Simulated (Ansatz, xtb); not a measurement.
C4H10S2: which of two isomers lies lower

Structure I is `CCSSCC`, a singlet and structure II is `C[C@H](S)CCS`, a singlet. Both are isolated molecules in the gas phase, relaxed with B3LYP-D3(BJ)/def2-SVP, each in the lowest conformer that the search found.

I (Å):

```yaml
atoms:
  - { symbol: C, position_ang: [-0.4876, -3.7504, 1.0093] }
  - { symbol: C, position_ang: [-0.4550, -2.6276, -0.0152] }
  - { symbol: C, position_ang: [1.7531, 0.2330, 1.0837] }
  - { symbol: C, position_ang: [1.3500, 1.5473, 0.4347] }
  - { symbol: S, position_ang: [-1.0185, -0.9981, 0.6318] }
  - { symbol: S, position_ang: [0.4188, -0.5608, 2.0743] }
  - { symbol: H, position_ang: [-1.5051, -3.8979, 1.4023] }
  - { symbol: H, position_ang: [0.1763, -3.5165, 1.8556] }
  - { symbol: H, position_ang: [-0.1462, -4.6966, 0.5576] }
  - { symbol: H, position_ang: [-1.1494, -2.8180, -0.8512] }
  - { symbol: H, position_ang: [0.5485, -2.5012, -0.4507] }
  - { symbol: H, position_ang: [2.5618, 0.3732, 1.8211] }
  - { symbol: H, position_ang: [2.1153, -0.4950, 0.3410] }
  - { symbol: H, position_ang: [2.1929, 1.9719, -0.1355] }
  - { symbol: H, position_ang: [0.5114, 1.3902, -0.2607] }
  - { symbol: H, position_ang: [1.0349, 2.2820, 1.1914] }
```

II (Å):

```xyz
16

C     1.2505    1.9173    0.1376
C     0.5350    0.9004    1.0216
C    -0.1938   -0.1667    0.2004
C    -0.9242   -1.2452    0.9979
S     1.6647    0.1811    2.2964
S    -2.1722   -0.6134    2.1901
H     2.0327    1.4317   -0.4688
H     0.5364    2.3944   -0.5549
H     1.7280    2.7021    0.7413
H    -0.2122    1.4194    1.6434
H     2.4486   -0.5078    1.4324
H     0.5329   -0.6640   -0.4695
H    -0.9157    0.3538   -0.4532
H    -1.4843   -1.9018    0.3159
H    -0.2120   -1.8710    1.5527
H    -1.2898   -0.2993    3.1665
```

Quicker runs give these differences E(II) − E(I): GFN2-xTB +50.0 kJ/mol; HF/STO-3G +50.2 kJ/mol (at GFN2-xTB geometries); r2SCAN-D4/def2-SVP +10.7 kJ/mol (at GFN2-xTB geometries).

Task: Estimate E(II) − E(I) at the level CCSD(T)/def2-SVP + ΔMP2/def2-TZVPP.

Result: Not settled: CCSD(T)/def2-SVP + ΔMP2/def2-TZVPP gives E(II) − E(I) = +15.1 kJ/mol, but this leans on the basis-set step: CCSD(T) alone gives −8.6 kJ/mol.

How the difference moves with the method:

| level | geometry | E(II) − E(I) (kJ/mol) | departure from the last row (kJ/mol) | job, with rough time for the two |
| --- | --- | --- | --- | --- |
| GFN2-xTB | GFN2-xTB | +50.0 | +34.9 | optimisation, 0.15 s |
| HF/STO-3G | GFN2-xTB | +50.2 | +35.1 | single point, 0.36 s |
| r2SCAN-D4/def2-SVP | GFN2-xTB | +10.7 | −4.4 | single point, 4.5 s |
| B3LYP-D3(BJ)/def2-SVP | B3LYP-D3(BJ)/def2-SVP | +11.5 | −3.6 | optimisation, 39 s |
| HF/def2-SVP | B3LYP-D3(BJ)/def2-SVP | +1.7 | −13.4 | part of the CCSD(T) run |
| MP2/def2-SVP | B3LYP-D3(BJ)/def2-SVP | −9.6 | −24.8 | part of the CCSD(T) run |
| CCSD(T)/def2-SVP | B3LYP-D3(BJ)/def2-SVP | −8.6 | −23.7 | single point |
| CCSD(T)/def2-SVP + ΔMP2/def2-TZVPP | B3LYP-D3(BJ)/def2-SVP | +15.1 |  | single point, 64 s |

As drawn, II has 1 C–C, 2 S–H in place of 1 S–S, 2 C–H.

MP2/def2-SVP, CCSD(T)/def2-SVP put the two in the other order. HF/def2-SVP finds them nearly level. The largest departure from CCSD(T)/def2-SVP + ΔMP2/def2-TZVPP is that of HF/STO-3G, 35.1 kJ/mol. The last row adds to CCSD(T) the change of the MP2 difference between the two basis sets, here +23.7 kJ/mol, a large step that makes the value less sure.

With thermal terms from frequencies at re-optimised GFN2-xTB minima (ideal gas, soft modes damped towards free rotors, one conformer each, 298.15 K, 1 atm): on the last row, ΔE + ΔZPE = +3.2, ΔH = +2.2, ΔG = +3.8 kJ/mol.

The correlated steps freeze 14 core orbitals. Mirror images aren't counted in ΔG. Run with Ansatz 0.2.0, xtb 6.7.1; the last row on 4 threads of Arm Neoverse V1 on a shared host.
